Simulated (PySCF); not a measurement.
# C4H5F: the cost of one run

Programs: PySCF 2.14.0, with density-fitted response routines of our own. Each step states its level of theory. These are calculated values for one molecule in the gas phase, unless marked as measured. Atoms count from 0, in the outputs and in this text.

## Step 1: The starting structure

10 atoms, charge 0, multiplicity 1; geometry from: GFN2-xTB. The atoms were then displaced at random by about 0.01 Å, so the start is not that level's minimum.

Bonds of the start (Å): C0–C1 1.49, C1–C2 1.52, C2–C3 1.29, C3–F4 1.31, C3–C1 1.51, C0–H5 1.13, C0–H6 1.07, C0–H7 1.09, C1–H8 1.11, C2–H9 1.06.

## Step 2: Relaxing the molecule at PBE0-D3(BJ)/def2-SVP

The job: settings as JSON, then the geometry in Å.

```
{"job": {"xc": "PBE0", "basis": "def2-SVP", "d3": "d3bj", "grid": 1, "shake": 0.01, "kind": "geom"}, "charge": 0, "multiplicity": 1}
C     -1.254660    -0.021740    -0.204650
C      0.039090     0.034460     0.528370
C      1.258630     0.677810    -0.110580
C      1.288190    -0.610400    -0.031800
F      1.839480    -1.777570    -0.273510
H     -1.857930     0.905180     0.002910
H     -1.850820    -0.862900     0.099240
H     -1.093850    -0.047880    -1.287160
H     -0.069120     0.098740     1.631030
H      1.751430     1.583360    -0.374920
```

Run with:

```
> OMP_NUM_THREADS=1 python probes_run.py task.json out
```

One launch serves the whole session: the jobs run in the order shown.

**Question.** How long does this first job take on 1 thread of Arm Neoverse V2, shared host, and how much memory does it need?

About 22 s, with a peak of 0.4 GiB.
